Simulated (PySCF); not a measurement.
Gas-phase reaction: 3 BH + 3 H₂O → B(OH)₃ + B₂H₆

Computed with PySCF and rigid-rotor harmonic-oscillator thermochemistry at 1 bar. † marks an energy on the PBE0/def2-TZVP geometry and frequencies. MP2 and CCSD(T) freeze the core. All species are closed-shell singlets. MP2 isn't extrapolated to the basis-set limit; its ΔH°(298 K) is -1713.7 kJ in def2-SVP and -1639.4 kJ in def2-TZVPP. CCSD(T) isn't extrapolated to the basis-set limit; its ΔH°(298 K) is -1603.4 kJ in def2-SVP and -1539.4 kJ in def2-TZVPP. The harmonic model lacks anharmonicity and excited electronic states, which grow with temperature; levels with a mode under 35 cm⁻¹ are left out. Internal rotation in B(OH)₃ is treated as a harmonic vibration of one conformer, which makes the entropy rough.

```
level                ΔE electronic, kJ  ΔH°(298 K), kJ  ΔS°(298 K), J/K  ΔG°(1600 K), kJ
-------------------  -----------------  --------------  ---------------  ---------------
CCSD(T)/def2-TZVPP†              -1593           -1539             -579             -607
HF/def2-TZVP†                    -1514           -1461             -579             -528
M06-2X/def2-TZVP†                -1709           -1656             -579             -723
MP2/def2-SVP†                    -1767           -1714             -579             -781
r2SCAN/def2-TZVP†                -1789           -1736             -579             -803
```
ΔH° is lowest at r2SCAN/def2-TZVP† and highest at HF/def2-TZVP†. No reference value is set beside these.
